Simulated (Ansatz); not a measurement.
Diamond-structure Si, treated with r²SCAN-D4 (plane waves, PAW; Ansatz, a quantum-chemistry and plane-wave program).

Numerical settings: plane-wave cutoff 560 eV, 12×12×12 k mesh, Fermi–Dirac smearing 0.01 eV, scalar-relativistic PAW data made under PBE.

A third-order Birch–Murnaghan fit to the energies gives V0 = 20.001 Å³/atom, B0 = 98.2 GPa, B′ = 4.3.

```tsv
V (Å³/atom)	P (GPa)
18.801	6.94
19.201	4.38
19.601	…
20.001	0.00
20.401	…
20.801	-3.54
21.201	…
```

### Question
Estimate the withheld pressures from this fit; the answers are the runs' own values.

### Answer

- 19.601, P (GPa): 2.08
- 20.401, P (GPa): -1.87
- 21.201, P (GPa): -5.03

The formula P = (3/2) B0 (x^(7/3) − x^(5/3)) [1 + (3/4)(B′ − 4)(x^(2/3) − 1)] with x = V0/V meets the computed pressures within 0.02 GPa when these rounded values are put in.

Measured, for comparison: bulk modulus 101 GPa (0 K value with zero-point phonon effects removed; as tabulated in Sun et al. (2011), doi:10.1103/physrevb.84.035117); equilibrium volume per atom 19.91 Å³/atom (static lattice: zero-point anharmonic expansion removed; as tabulated in Mejia-Rodriguez and Trickey (2018), arXiv:1807.09216). Computed (rounded) less measured: bulk modulus -3 %, equilibrium volume per atom +0.5 %.

Computed values are for the static lattice.
